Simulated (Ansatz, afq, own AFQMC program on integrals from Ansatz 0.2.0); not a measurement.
HCl + S, triplet: a scan with AFQMC

```xyz
3

Cl    0.0000    0.0000   -1.5663
H     0.0000    0.0000   -0.2875
S     0.0000    0.0000    1.8537
```

A hydrogen atom is moved from one rigid fragment to the other; the Cl1–H2 distance tells how far. The two fragments are held close together, so this isn't a minimum-energy path and the start is a compressed complex. Energies in eV count from this geometry (1.279 Å) at the same level; the start stands on UHF, each point on the determinant named.

Basis cc-pVTZ. Noble-gas cores (and the filled d shells of Ga–Kr and In–Xe) are frozen. Ansatz 0.2.0 and our own AFQMC program on the same integrals; the CISD trial comes from CCSD amplitudes, and released means the phaseless constraint is let go. Error bars are statistical, one sigma.

Cautions, each for one point or more: lower spins were not checked; the ph-AFQMC/CISD walk drifts between its halves; unrestricted determinant slightly spin contaminated.

| r(Cl1–H2) / Å | det. | T1 | weight | ⟨S²⟩ | CCSD | r2SCAN | CCSD(T) |
| --- | --- | --- | --- | --- | --- | --- | --- |
| 1.496 | UHF | 0.010 | 0.86 | 2.02 | 0.445 | 0.240 | 0.416 |
| 1.605 | UHF | 0.012 | 0.85 | 2.02 | 0.815 | 0.466 | 0.770 |
| 1.714 | UHF | 0.017 | 0.85 | 2.02 | 1.175 | 0.630 | 1.116 |
| 1.823 | UHF† | 0.020 | 0.84 | 2.09 | 1.256 | 0.670 | 1.214 |
| 2.040 | UHF† | 0.013 | 0.86 | 2.03 | 0.949 | 0.597 | 0.956 |

Q: Estimate the curve of CCSDT(Q), counted from the same start.

A: 
```csv
r(Cl1–H2) / Å,det.,T1,weight,⟨S²⟩,CCSDT(Q),ph-AFQMC/CISD,released AFQMC
1.496,UHF,0.010,0.86,2.02,0.411,0.420 ± 0.008,–
1.605,UHF,0.012,0.85,2.02,0.760,0.778 ± 0.006,–
1.714,UHF,0.017,0.85,2.02,1.093,1.132 ± 0.008,–
1.823,UHF†,0.020,0.84,2.09,1.194,1.218 ± 0.008,1.197 ± 0.014
2.040,UHF†,0.013,0.86,2.03,0.949,0.972 ± 0.008,0.965 ± 0.013
```

Weight is that of the determinant in the CISD state; at the start T1 is 0.008 and the weight 0.86, and ⟨S²⟩ is 2.01. A dagger marks points whose determinant fills other symmetries than the start's, so the wave-function levels may follow another state there, or a degenerate partner. A dash marks a missing value, a released energy that hasn't settled or a functional that sits on another state. Largest departures from CCSDT(Q), at the points where its series has closed: CCSD(T) 0.022 eV at 1.714 (on UHF), ph-AFQMC/CISD 0.038 eV at 1.714 (on UHF), released AFQMC 0.016 eV at 2.040 (on UHF) (within the noise), CCSD 0.081 eV at 1.714 (on UHF), r2SCAN -0.463 eV at 1.714. Functionals count only at points shown to share the start's state and spin.

A walk keeps the symmetry of its determinant, which the program's search chose and which needn't be the lowest solution, so a lower state of the same spin and another symmetry isn't excluded. Released energies are given only where the last usable release times agree within the noise; a slower fall can still hide under it.
